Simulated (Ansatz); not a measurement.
# SiHCl + H₂O: a complex and its separated parts

Aim: how far the complex at one end of a reaction step lies below its separated, relaxed parts, level by level.

Computed with Ansatz 0.2.0, Gaussian basis. Level: PBE0-D4/def2-TZVP structures, single points in def2-TZVPP, no counterpoise correction.

Levels: SPW92, PBE-D4, BLYP-D4, r2SCAN-D4, B97M-V, PBE0-D4, B3LYP-D4, r2SCAN0-D4, BHLYP-D4, CAM-B3LYP-D4, wB97X-V, wB97M-V, B2PLYP, PBE-QIDH, RPA on PBE, Hartree-Fock, MP2, CCSD, CCSD(T).

Cores are frozen in the correlated methods. B3LYP uses VWN-RPA correlation. B2PLYP carries no dispersion term here.

56 further runs of the same task are left out: 56 set aside as unsound or not needed.

### 1 The system as given

The complex: 6 atoms, charge 0, spin multiplicity 1.

Atoms are counted from 1 here; the program's logs count them from 0.

Bond lengths: Si1–Cl2 2.153 Å, Si1–H5 1.522 Å, H3–O4 0.965 Å, O4–H6 0.968 Å. Angles: Cl2–Si1–H5 94.3°, H3–O4–H6 106.7°.

As a file:

```
Si   -0.6958    0.7698    0.7137
Cl    0.6064    1.8205   -0.6405
H     1.0174   -1.1081    0.7670
O     0.2334   -0.9958    0.2162
H    -1.7068    0.4012   -0.3622
H     0.5455   -0.8876   -0.6942
```

Its parts: SiHCl holds atoms 1, 2, 5; H₂O holds atoms 3, 4, 6. Each part counts its atoms afresh in its own runs.

### 2 Relaxing SiHCl alone

The input, relax-a/in.yaml:

```yaml
crystal:
  periodic: [false, false, false]
  atoms:
    - {symbol: Si, position_ang: [-0.695792, 0.769798, 0.713718]}
    - {symbol: Cl, position_ang: [0.606374, 1.820540, -0.640463]}
    - {symbol: H, position_ang: [-1.706810, 0.401217, -0.362227]}
basis:
  gaussian: {orbitals: def2-TZVP}
hamiltonian: {xc: pbe0, dispersion: d4}
relax: {f_tol: 0.005, max_steps: 200}
```

Run with:

```sh
$ ansatz run in.yaml --threads 2 --pin off --events-out ev --progress --plain --max-ram 4352MiB
```

Further steps of the session: Relaxing H₂O alone; SPW92/def2-TZVPP; PBE-D4/def2-TZVPP; BLYP-D4/def2-TZVPP; r2SCAN-D4/def2-TZVPP; B97M-V/def2-TZVPP; PBE0-D4/def2-TZVPP; B3LYP-D4/def2-TZVPP; r2SCAN0-D4/def2-TZVPP; BHLYP-D4/def2-TZVPP; CAM-B3LYP-D4/def2-TZVPP; wB97X-V/def2-TZVPP; wB97M-V/def2-TZVPP; B2PLYP/def2-TZVPP; PBE-QIDH/def2-TZVPP; RPA on PBE/def2-TZVPP; CCSD(T)/def2-TZVPP; Vibrations of SiHCl; Vibrations of H₂O.

What does the calculation give? Wanted: complex less parts, CCSD(T)/def2-TZVPP; with zero-point energy; largest T1 diagnostic.

**Answer**, as computed:

| quantity | value |
| --- | --- |
| complex less parts, CCSD(T)/def2-TZVPP | -60.8 kJ/mol |
| with zero-point energy | -46.6 kJ/mol |
| largest T1 diagnostic | 0.013 |

**Reading.** At CCSD(T) the complex lies 60.8 kJ/mol below its parts. Among the functionals B2PLYP lands nearest to CCSD(T) (-0.3 kJ/mol) and SPW92 farthest (-41.5 kJ/mol). By rung, the mean size of the error is: LDA 41.5, GGA 7.3, meta-GGA 12.5, hybrid 10.6, range-separated hybrid 11.0, double hybrid 5.9 kJ/mol. PBE-D4 gives a relative energy 13.2 kJ/mol too low, outside chemical accuracy (1 kcal/mol, 4.2 kJ/mol). No counterpoise was applied, and triple zeta lacks some correlation, so the CCSD(T) reference has a basis error of its own, and close matches with it are partly luck. The restricted Hartree–Fock reference is unstable towards an unrestricted one at one or more of these structures.
